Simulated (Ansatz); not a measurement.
CCSD(T) against full CI for several species

Each species is computed at the geometry given (Å), with frozen cores, in Ansatz 0.2.0: RHF-CCSD(T) for singlets, UHF-CCSD(T) otherwise, and full CI in the same basis. The program picks the determinant by trial CCSD, so it needn't be the lowest Hartree–Fock solution. States: AlH Σ⁺ or Δ, BH2⁺ A1, PH⁺ Σ⁻ or Δ. Cases whose determinant has another symmetry than full CI's state, or whose (Q) step broke down, weren't drawn.

Question: Judging by size, spin and bonding and the diagnostics given, rank them by the size of CCSD(T)'s error in total energy against full CI in the same basis, smallest first (an estimate).
A. BH$_{2}$⁺, singlet, aug-cc-pVTZ: B -0.135 0.000 0.000; H 0.723 0.000 -0.809; H 0.723 0.000 0.809. T1 0.012, (T) -35 meV in a correlation energy of -2.62 eV
B. PH⁺, quartet, cc-pVTZ: P 0.000 0.000 0.000; H 0.000 0.000 1.434. T1 0.030, (T) -89 meV in a correlation energy of -2.61 eV
C. AlH, singlet, aug-cc-pVDZ: Al 0.000 0.000 0.000; H 0.000 0.000 1.706. T1 0.013, (T) -32 meV in a correlation energy of -2.12 eV

Answer: A (8.1 meV), C (12.2 meV), B (21.9 meV).

| species | basis | correlated electrons | CCSD(T) − full CI (meV) | CCSDT(Q) − full CI (meV) | unpaired electrons (full CI) | T1 | ⟨S²⟩ of the determinant |
| --- | --- | --- | --- | --- | --- | --- | --- |
| BH2⁺, singlet | aug-cc-pVTZ | 4 | 8.1 | -0.1 | 0.04 | 0.012 | 0.00 |
| AlH, singlet | aug-cc-pVDZ | 4 | 12.2 | 0.3 | 0.10 | 0.013 | 0.00 |
| PH⁺, quartet | cc-pVTZ | 5 | 21.9 | -2.2 | 3.02 | 0.030 | 3.75 |

Unpaired electrons are Σ n²(2−n)² over natural occupations; an open shell counts its own unpaired electrons too. Frozen cores follow each run's orbitals, which moves totals by a few meV.
